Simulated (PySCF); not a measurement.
**Which basis set comes closest?**

Molecule: `InChI=1S/C2H7O2P/c1-5(2,3)4/h1-2H3,(H,3,4)`.

Geometry:
```json
{"atom": "C1", "x (Å)": "0.621", "y (Å)": "-0.153", "z (Å)": "-1.417"}
{"atom": "P2", "x (Å)": "0.422", "y (Å)": "0.187", "z (Å)": "0.344"}
{"atom": "C3", "x (Å)": "-1.056", "y (Å)": "-0.699", "z (Å)": "0.884"}
{"atom": "O4", "x (Å)": "1.636", "y (Å)": "-0.046", "z (Å)": "1.175"}
{"atom": "O5", "x (Å)": "-0.072", "y (Å)": "1.747", "z (Å)": "0.349"}
{"atom": "H6", "x (Å)": "-0.270", "y (Å)": "0.143", "z (Å)": "-1.987"}
{"atom": "H7", "x (Å)": "1.491", "y (Å)": "0.418", "z (Å)": "-1.774"}
{"atom": "H8", "x (Å)": "0.820", "y (Å)": "-1.225", "z (Å)": "-1.562"}
{"atom": "H9", "x (Å)": "-1.231", "y (Å)": "-0.451", "z (Å)": "1.941"}
{"atom": "H10", "x (Å)": "-1.935", "y (Å)": "-0.408", "z (Å)": "0.292"}
{"atom": "H11", "x (Å)": "-0.889", "y (Å)": "-1.782", "z (Å)": "0.800"}
{"atom": "H12", "x (Å)": "0.503", "y (Å)": "2.244", "z (Å)": "0.947"}
```

Geometry PBE0-D3(BJ)/def2-SVP throughout; GIAO in PySCF 2.14.0 with density-fitted response routines, gas phase, one conformer, non-relativistic; equivalent atoms averaged; functional PBE0.

Reference values (measured; solution, CH3OH; S. K. Latypov et al., Phys. Chem. Chem. Phys. 2015 (author manuscript)): δ(P2) = 49.4 ppm vs 85 % H3PO4. Computed shifts are taken against H3PO4, calculated as an isolated molecule at each level.

Problem. How do the basis sets STO-3G, 6-31G, 6-31G*, def2-SVP, 6-311+G(2d,p), def2-TZVP perform against the reference? Times are CPU seconds on 1 thread of an Arm Neoverse V2, shared host.

Solution. 
```tsv
basis set	functions	P2	abs. error P	core-s
STO-3G	36	-51.2	100.6	2.4
6-31G	63	1.7	47.7	4.5
6-31G*	88	35.0	14.4	6
def2-SVP	109	40.9	8.5	7.2
6-311+G(2d,p)	185	37.6	11.8	15
def2-TZVP	203	40.7	8.7	18
```

For ³¹P the closest is def2-SVP (8.5 ppm, with def2-TZVP practically level) and the furthest STO-3G (100.6 ppm). Where a smaller basis beats a larger one, errors probably cancel. One molecule is a small sample, and vibrational and solvent effects are absent from the calculation.

A small basis that lands close on one nucleus may do so by chance; judge by the trend and by all nuclei.
